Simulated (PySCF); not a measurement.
# C₃HN: field gradients at the nuclei

Aim: the electric field gradients and quadrupole couplings of C₃HN at several levels. Each job file holds the settings and the coordinates that a driver script hands to the program.

Program: PySCF 2.14.0, density-fitted response routines. Level of theory: the levels named in each step. These are calculated values, not measurements.

### Step 1. The structure to begin with

Bond lengths: C1–N2 1.172 Å, N2–C3 1.295 Å, C3–C4 1.202 Å, C4–H5 1.048 Å. Angles: C1–N2–C3 180.0°, N2–C3–C4 180.0°, C3–C4–H5 180.0°.

Structure file:

```xyz
5

C     0.0000    0.0000   -2.4047
N     0.0000    0.0000   -1.2332
C     0.0000    0.0000    0.0619
C     0.0000    0.0000    1.2641
H     0.0000    0.0000    2.3118
```

### Step 2. Geometry, PBE0-D3(BJ)/def2-TZVP

job.txt

```
{"job": {"xc": "PBE0", "basis": "def2-TZVP", "d3": "d3bj", "grid": 2, "kind": "geom"}, "charge": 0, "multiplicity": 1}
C      0.000000     0.000000    -2.404700
N      0.000000     0.000000    -1.233160
C      0.000000     0.000000     0.061880
C      0.000000     0.000000     1.264140
H      0.000000     0.000000     2.311840
```

The program printed:

```text
step   0  E = -169.38973173  max force = 0.019338
step   1  E = -169.39006472  max force = 0.001276
step   2  E = -169.39006734  max force = 0.000237
optimisation converged
```

Wall time 11 s (4 threads of Intel Xeon Platinum 8259CL at 2.50GHz (Skylake/Cascade Lake), shared host); peak memory 0.51 GiB.

It ended at:

```xyz
5

C     0.0000    0.0000   -2.4152
N     0.0000    0.0000   -1.2394
C     0.0000    0.0000    0.0639
C     0.0000    0.0000    1.2633
H     0.0000    0.0000    2.3275
```

### Step 3. Field gradients, PBE0/pcJ-2

job.txt

```
{"job": {"kind": "efgt", "xc": "PBE0", "basis": "pcJ-2"}, "charge": 0, "multiplicity": 1}
C      0.000000     0.000000    -2.415243
N      0.000000     0.000000    -1.239391
C      0.000000     0.000000     0.063872
C     -0.000000    -0.000000     1.263253
H     -0.000000    -0.000000     2.327509
```

The program printed:

```text
coarse grid: 4944 points
cycle   1  E = -169.3725108154  dE =  6.564e-01  |g| = 3.321e-01  |ddm| = 1.792e+00
cycle   2  E = -169.3518470609  dE =  2.066e-02  |g| = 4.089e-01  |ddm| = 3.237e-01
cycle   3  E = -169.3856195680  dE = -3.377e-02  |g| = 1.729e-01  |ddm| = 2.545e-01
cycle   4  E = -169.3933571941  dE = -7.738e-03  |g| = 2.464e-02  |ddm| = 9.364e-02
cycle   5  E = -169.3934792881  dE = -1.221e-04  |g| = 9.028e-03  |ddm| = 1.505e-02
cycle   6  E = -169.3934967566  dE = -1.747e-05  |g| = 2.915e-03  |ddm| = 6.958e-03
cycle   7  E = -169.3934982667  dE = -1.510e-06  |g| = 1.579e-03  |ddm| = 2.665e-03
final grid: 66064 points
cycle   8  E = -169.3934290825  dE = -8.023e-05  |g| = 4.650e-03  |ddm| = 4.778e-02
cycle   9  E = -169.3934224813  dE =  6.601e-06  |g| = 6.472e-03  |ddm| = 8.558e-03
cycle  10  E = -169.3934328186  dE = -1.034e-05  |g| = 1.883e-03  |ddm| = 5.340e-03
cycle  11  E = -169.3934336543  dE = -8.357e-07  |g| = 2.362e-04  |ddm| = 9.336e-04
cycle  12  E = -169.3934336635  dE = -9.223e-09  |g| = 1.169e-04  |ddm| = 1.717e-04
cycle  13  E = -169.3934336665  dE = -3.037e-09  |g| = 3.068e-05  |ddm| = 6.129e-05
cycle  14  E = -169.3934336667  dE = -2.054e-10  |g| = 5.533e-06  |ddm| = 1.482e-05
converged SCF energy = -169.3934336667

Field-gradient tensors (au): xx yy zz xy xz yz
  0 C     0.42483    0.42483   -0.84966    0.00000    0.00000   -0.00000
  1 N    -0.09724   -0.09724    0.19448   -0.00000    0.00000    0.00000
  2 C     0.02328    0.02328   -0.04656   -0.00000    0.00000    0.00000
  3 C     0.12547    0.12547   -0.25094   -0.00000   -0.00000   -0.00000
  4 H    -0.16326   -0.16326    0.32652   -0.00000    0.00000    0.00000
```

Run time: 6.3 s. Hardware: 4 threads of Intel Xeon Platinum 8259CL at 2.50GHz (Skylake/Cascade Lake), shared host; peak memory 0.71 GiB.

### Step 4. Field gradients, PBE/def2-TZVPP

job.txt

```
{"job": {"kind": "efgt", "xc": "PBE", "basis": "def2-TZVPP"}, "charge": 0, "multiplicity": 1}
C      0.000000     0.000000    -2.415243
N      0.000000     0.000000    -1.239391
C      0.000000     0.000000     0.063872
C     -0.000000    -0.000000     1.263253
H     -0.000000    -0.000000     2.327509
```

The program printed:

```text
coarse grid: 4944 points
cycle   1  E = -169.3594323484  dE =  5.983e-01  |g| = 4.134e-01  |ddm| = 3.353e+00
cycle   2  E = -169.2730073263  dE =  8.643e-02  |g| = 6.690e-01  |ddm| = 1.035e+00
cycle   3  E = -169.3534566135  dE = -8.045e-02  |g| = 3.854e-01  |ddm| = 5.951e-01
cycle   4  E = -169.3973272935  dE = -4.387e-02  |g| = 4.861e-02  |ddm| = 3.212e-01
cycle   5  E = -169.3974636912  dE = -1.364e-04  |g| = 3.969e-02  |ddm| = 4.541e-02
cycle   6  E = -169.3977442951  dE = -2.806e-04  |g| = 1.504e-02  |ddm| = 2.713e-02
cycle   7  E = -169.3978029915  dE = -5.870e-05  |g| = 1.520e-03  |ddm| = 1.067e-02
cycle   8  E = -169.3978035185  dE = -5.270e-07  |g| = 1.839e-04  |ddm| = 1.812e-03
final grid: 66064 points
cycle   9  E = -169.3893010325  dE = -3.558e-05  |g| = 5.670e-03  |ddm| = 1.331e-01
cycle  10  E = -169.3892972010  dE =  3.832e-06  |g| = 6.008e-03  |ddm| = 1.509e-02
cycle  11  E = -169.3893013654  dE = -4.164e-06  |g| = 4.966e-03  |ddm| = 1.017e-02
cycle  12  E = -169.3893086536  dE = -7.288e-06  |g| = 4.879e-04  |ddm| = 3.175e-03
cycle  13  E = -169.3893086904  dE = -3.680e-08  |g| = 2.308e-04  |ddm| = 3.835e-04
cycle  14  E = -169.3893087019  dE = -1.151e-08  |g| = 8.909e-05  |ddm| = 1.936e-04
cycle  15  E = -169.3893087035  dE = -1.602e-09  |g| = 3.062e-05  |ddm| = 6.682e-05
cycle  16  E = -169.3893087037  dE = -1.899e-10  |g| = 8.091e-07  |ddm| = 1.879e-05
converged SCF energy = -169.3893087037

Field-gradient tensors (au): xx yy zz xy xz yz
  0 C     0.40052    0.40052   -0.80103    0.00000   -0.00000    0.00000
  1 N    -0.08877   -0.08877    0.17754   -0.00000    0.00000   -0.00000
  2 C     0.02248    0.02248   -0.04497    0.00000    0.00000   -0.00000
  3 C     0.12486    0.12486   -0.24972   -0.00000   -0.00000    0.00000
  4 H    -0.16694   -0.16694    0.33387   -0.00000    0.00000    0.00000
```

Wall time 5.3 s (4 threads of Intel Xeon Platinum 8259CL at 2.50GHz (Skylake/Cascade Lake), shared host); peak memory 0.71 GiB.

### Step 5. Field gradients, B3LYP/def2-TZVPP

job.txt

```
{"job": {"kind": "efgt", "xc": "B3LYP", "basis": "def2-TZVPP"}, "charge": 0, "multiplicity": 1}
C      0.000000     0.000000    -2.415243
N      0.000000     0.000000    -1.239391
C      0.000000     0.000000     0.063872
C     -0.000000    -0.000000     1.263253
H     -0.000000    -0.000000     2.327509
```

The program printed:

```text
coarse grid: 4944 points
cycle   1  E = -169.5812416103  dE =  6.408e-01  |g| = 3.350e-01  |ddm| = 3.383e+00
cycle   2  E = -169.5511132275  dE =  3.013e-02  |g| = 4.524e-01  |ddm| = 7.648e-01
cycle   3  E = -169.5951172429  dE = -4.400e-02  |g| = 1.887e-01  |ddm| = 3.497e-01
cycle   4  E = -169.6048699898  dE = -9.753e-03  |g| = 2.310e-02  |ddm| = 1.386e-01
cycle   5  E = -169.6049751522  dE = -1.052e-04  |g| = 1.003e-02  |ddm| = 2.544e-02
cycle   6  E = -169.6049970704  dE = -2.192e-05  |g| = 2.718e-03  |ddm| = 8.206e-03
cycle   7  E = -169.6049980519  dE = -9.815e-07  |g| = 1.875e-03  |ddm| = 3.012e-03
final grid: 66064 points
cycle   8  E = -169.6024168704  dE = -1.509e-05  |g| = 4.133e-03  |ddm| = 1.185e-01
cycle   9  E = -169.6024023755  dE =  1.449e-05  |g| = 8.748e-03  |ddm| = 1.024e-02
cycle  10  E = -169.6024210660  dE = -1.869e-05  |g| = 7.565e-04  |ddm| = 5.895e-03
cycle  11  E = -169.6024211985  dE = -1.325e-07  |g| = 1.016e-04  |ddm| = 8.027e-04
cycle  12  E = -169.6024212009  dE = -2.327e-09  |g| = 2.406e-05  |ddm| = 1.152e-04
cycle  13  E = -169.6024212008  dE =  3.820e-11  |g| = 2.656e-05  |ddm| = 2.974e-05
converged SCF energy = -169.6024212008

Field-gradient tensors (au): xx yy zz xy xz yz
  0 C     0.43827    0.43827   -0.87654    0.00000   -0.00000    0.00000
  1 N    -0.07764   -0.07764    0.15529    0.00000    0.00000   -0.00000
  2 C     0.03522    0.03522   -0.07044    0.00000    0.00000   -0.00000
  3 C     0.14146    0.14146   -0.28292    0.00000   -0.00000   -0.00000
  4 H    -0.16399   -0.16399    0.32798    0.00000    0.00000    0.00000
```

Wall time 3.1 s (4 threads of Intel Xeon Platinum 8259CL at 2.50GHz (Skylake/Cascade Lake), shared host); peak memory 0.71 GiB.

### Step 6. Field gradients, CAM-B3LYP/def2-TZVPP

job.txt

```
{"job": {"kind": "efgt", "xc": "CAM-B3LYP", "basis": "def2-TZVPP"}, "charge": 0, "multiplicity": 1}
C      0.000000     0.000000    -2.415243
N      0.000000     0.000000    -1.239391
C      0.000000     0.000000     0.063872
C     -0.000000    -0.000000     1.263253
H     -0.000000    -0.000000     2.327509
```

The program printed:

```text
coarse grid: 4944 points
cycle   1  E = -169.4917499985  dE =  6.734e-01  |g| = 2.950e-01  |ddm| = 3.360e+00
cycle   2  E = -169.4901798228  dE =  1.570e-03  |g| = 3.027e-01  |ddm| = 6.602e-01
cycle   3  E = -169.5091451352  dE = -1.897e-02  |g| = 1.009e-01  |ddm| = 2.228e-01
cycle   4  E = -169.5114799234  dE = -2.335e-03  |g| = 2.114e-02  |ddm| = 9.091e-02
cycle   5  E = -169.5115640608  dE = -8.414e-05  |g| = 9.586e-03  |ddm| = 3.751e-02
cycle   6  E = -169.5115870353  dE = -2.297e-05  |g| = 2.874e-03  |ddm| = 1.231e-02
cycle   7  E = -169.5115886489  dE = -1.614e-06  |g| = 5.997e-04  |ddm| = 2.959e-03
final grid: 66064 points
cycle   8  E = -169.5094723952  dE = -1.379e-05  |g| = 1.495e-03  |ddm| = 1.061e-01
cycle   9  E = -169.5094726154  dE = -2.201e-07  |g| = 9.032e-04  |ddm| = 6.771e-03
cycle  10  E = -169.5094727381  dE = -1.228e-07  |g| = 5.191e-04  |ddm| = 9.237e-04
cycle  11  E = -169.5094727923  dE = -5.415e-08  |g| = 8.918e-05  |ddm| = 3.059e-04
cycle  12  E = -169.5094727939  dE = -1.588e-09  |g| = 2.559e-05  |ddm| = 9.321e-05
cycle  13  E = -169.5094727940  dE = -1.544e-10  |g| = 9.680e-06  |ddm| = 2.668e-05
converged SCF energy = -169.5094727940

Field-gradient tensors (au): xx yy zz xy xz yz
  0 C     0.45273    0.45273   -0.90546   -0.00000   -0.00000   -0.00000
  1 N    -0.08132   -0.08132    0.16263    0.00000    0.00000    0.00000
  2 C     0.03519    0.03519   -0.07038    0.00000    0.00000   -0.00000
  3 C     0.14263    0.14263   -0.28526   -0.00000   -0.00000   -0.00000
  4 H    -0.16441   -0.16441    0.32883    0.00000    0.00000    0.00000
```

Wall time 3.4 s (4 threads of Intel Xeon Platinum 8259CL at 2.50GHz (Skylake/Cascade Lake), shared host); peak memory 0.71 GiB.

### Step 7. Field gradients, HF/def2-TZVPP

job.txt

```
{"job": {"kind": "efgt", "xc": "HF", "basis": "def2-TZVPP"}, "charge": 0, "multiplicity": 1}
C      0.000000     0.000000    -2.415243
N      0.000000     0.000000    -1.239391
C      0.000000     0.000000     0.063872
C     -0.000000    -0.000000     1.263253
H     -0.000000    -0.000000     2.327509
```

The program printed:

```text
final grid: 66064 points
cycle   1  E = -168.5267799351  dE =  8.994e-01  |g| = 3.855e-01  |ddm| = 3.353e+00
cycle   2  E = -168.5684474065  dE = -4.167e-02  |g| = 1.915e-01  |ddm| = 5.167e-01
cycle   3  E = -168.5756296968  dE = -7.182e-03  |g| = 8.696e-02  |ddm| = 1.855e-01
cycle   4  E = -168.5776848601  dE = -2.055e-03  |g| = 1.745e-02  |ddm| = 1.287e-01
cycle   5  E = -168.5777769410  dE = -9.208e-05  |g| = 3.298e-03  |ddm| = 3.884e-02
cycle   6  E = -168.5777814586  dE = -4.518e-06  |g| = 1.369e-03  |ddm| = 7.161e-03
cycle   7  E = -168.5777820189  dE = -5.602e-07  |g| = 3.393e-04  |ddm| = 2.298e-03
cycle   8  E = -168.5777820636  dE = -4.472e-08  |g| = 1.201e-04  |ddm| = 7.788e-04
cycle   9  E = -168.5777820668  dE = -3.255e-09  |g| = 2.491e-05  |ddm| = 1.413e-04
cycle  10  E = -168.5777820671  dE = -2.405e-10  |g| = 5.928e-06  |ddm| = 4.629e-05
converged SCF energy = -168.5777820671

Field-gradient tensors (au): xx yy zz xy xz yz
  0 C     0.50175    0.50175   -1.00351   -0.00000   -0.00000   -0.00000
  1 N    -0.08182   -0.08182    0.16363    0.00000   -0.00000   -0.00000
  2 C     0.05377    0.05377   -0.10755   -0.00000    0.00000    0.00000
  3 C     0.15385    0.15385   -0.30771    0.00000   -0.00000   -0.00000
  4 H    -0.16649   -0.16649    0.33297    0.00000   -0.00000    0.00000
```

Run time: 0.7 s. Hardware: 4 threads of Intel Xeon Platinum 8259CL at 2.50GHz (Skylake/Cascade Lake), shared host; peak memory 0.71 GiB.

### Step 8. The levels side by side

Largest principal value Vzz, in atomic units:

| atom | PBE0/pcJ-2 | PBE/def2-TZVPP | B3LYP/def2-TZVPP | CAM-B3LYP/def2-TZVPP | HF/def2-TZVPP |
| --- | --- | --- | --- | --- | --- |
| C1 | -0.8497 | -0.8010 | -0.8765 | -0.9055 | -1.0035 |
| N2 | 0.1945 | 0.1775 | 0.1553 | 0.1626 | 0.1636 |
| C3 | -0.0466 | -0.0450 | -0.0704 | -0.0704 | -0.1075 |
| C4 | -0.2509 | -0.2497 | -0.2829 | -0.2853 | -0.3077 |
| H5 | 0.3265 | 0.3339 | 0.3280 | 0.3288 | 0.3330 |
| CPU time | 22 s | 24 s | 14 s | 15 s | 3.5 s |

Couplings eQVzz/h in MHz (234.9647 × Q in barn × Vzz), with Q = 0.02044 (14N), 0.00285783 (2H):

| nucleus | PBE0/pcJ-2 | PBE/def2-TZVPP | B3LYP/def2-TZVPP | CAM-B3LYP/def2-TZVPP | HF/def2-TZVPP |
| --- | --- | --- | --- | --- | --- |
| 14N (atom 2) | 0.934 | 0.853 | 0.746 | 0.781 | 0.786 |
| 2H (atom 5) | 0.219 | 0.224 | 0.220 | 0.221 | 0.224 |

### Step 9. Summary of results

| quantity | value |
| --- | --- |
| coupling of 14N (atom 2), PBE0/pcJ-2 | 0.934 MHz |
| coupling of 2H (atom 5), PBE0/pcJ-2 | 0.219 MHz |

The largest coupling, that of 14N, runs from 0.746 (B3LYP/def2-TZVPP) to 0.934 MHz (PBE0/pcJ-2). The gradients are non-relativistic, at the equilibrium geometry and in principal axes; measured couplings hold vibrational averaging and refer to the inertial axes. The def2 sets are stiff near the nuclei, which limits their accuracy.
